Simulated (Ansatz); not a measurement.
Task: an active-space calculation of NO (charge +1), with Ansatz 0.2.0, Python API. Give the script and its output. Use: Hartree-Fock, cc-pVDZ basis, multiplicity 1.

`no.xyz`
```text
2

N     0.00000    0.00000    0.00000
O     0.00000    0.00000    1.35500
```

`cas_no.py`:
```python
"""Static correlation in NO(+): natural occupations of an active space."""

import ansatz as az


def main() -> None:
    molecule = az.Crystal.molecule_from_extxyz("no.xyz")

    calculation = molecule.calculation()
    calculation = calculation.basis(gaussian="cc-pVDZ").charge(1)
    calculation = calculation.correlation(active_electrons=4, active_orbitals=4)
    for method in [None]:
        summary = (calculation if method is None else calculation.correlation(method)).run(threads=1, pin="off").report
        space = summary["configurations"]
        state = space["states"][0]
        print(method or "casscf", f"total {summary['free_energy_ev'] / 27.211386246:.6f} Ha, active-space state {state['energy']['hartree']:.6f} Ha, mean field {summary['reference_energy_ev'] / 27.211386246:.6f} Ha")
        print("  determinants", state["n_determinants"], " natural occupations", [round(n, 3) for n in space["natural_occupations"]])


if __name__ == "__main__":
    main()
```

```console
$ python cas_no.py
casscf total -128.890538 Ha, active-space state -128.890538 Ha, mean field -128.718846 Ha
  determinants 36  natural occupations [1.826, 1.826, 0.174, 0.174]
```

What to keep in mind:
- Total energies depend on the basis set; only differences at equal settings carry meaning.
- The geometry is a force-field or estimated start, not a minimum of this method, and the basis set is short of its limit. The active space starts as a window about the frontier orbitals and is then optimised, not chosen by chemistry.
- The spin state was assumed, and another may lie lower.
- Hardware and time: 0.4 s on 1 thread of AMD EPYC 9R45 96-Core Processor (Zen 5), on a shared host, peak memory 0.14 GiB.
